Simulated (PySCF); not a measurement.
Compound: ethyl formate, C3H6O2.
InChI=1S/C3H6O2/c1-2-5-3-4/h3H,2H2,1H3

The calculation used EOM-IP-CCSD/aug-cc-pVDZ in PySCF, restricted Hartree–Fock reference, frozen core, non-relativistic, gas phase, PBE0-D3(BJ)/def2-SVP geometry.

The vertical ionisation energies are 10.77, 11.17, 12.46, 13.39, 13.72, 14.45, 15.59, 15.93 eV.

Which Hartree–Fock orbital leads each hole, and what is its Koopmans value −ε?

| leading hole (HF orbital) | Koopmans (eV) | EOM-IP-CCSD (eV) | change (eV) | one-hole share |
| --- | --- | --- | --- | --- |
| HOMO | 12.47 | 10.77 | -1.70 | 0.95 |
| HOMO-1 | 12.64 | 11.17 | -1.47 | 0.95 |
| HOMO-2 | 13.52 | 12.46 | -1.06 | 0.96 |
| HOMO-3 | 14.58 | 13.39 | -1.19 | 0.95 |
| HOMO-4 | 14.71 | 13.72 | -0.99 | 0.95 |
| HOMO-5 | 15.64 | 14.45 | -1.19 | 0.95 |
| HOMO-6 | 16.85 | 15.59 | -1.26 | 0.95 |
| HOMO-7 | 17.82 | 15.93 | -1.89 | 0.93 |

Does the order of the lines follow the orbital energies?

Yes, no two lines change places. The corrections run from -1.89 to -0.99 eV, with a mean of -1.34 eV over the 8 lines; no line lies above its Koopmans value.

At what kinetic energies would He II light (40.81 eV) eject these electrons?

30.04 eV (HOMO), 29.64 eV (HOMO-1), 28.35 eV (HOMO-2), 27.42 eV (HOMO-3), 27.09 eV (HOMO-4), 26.36 eV (HOMO-5), 25.22 eV (HOMO-6), 24.88 eV (HOMO-7).

What total energy has the lowest final state, and which wavelength reaches it?

E(CCSD) + ionisation energy = -267.72332 + 0.39582 = -267.32750 Eh, at the geometry of the initial state. The threshold wavelength is 1239.84 eV nm/10.77 eV = 115.1 nm.

One root was sought for each valence orbital with −ε under 21 eV, eight at most, so deeper holes and satellites are missing; no vibrational structure.

Conformer computed: `[CH3:1][CH2:2][O:3][CH:4]=[O:5]`: C1–C2–O3–C4 -84°, C2–O3–C4–O5 0°.

One conformer stands for the species.
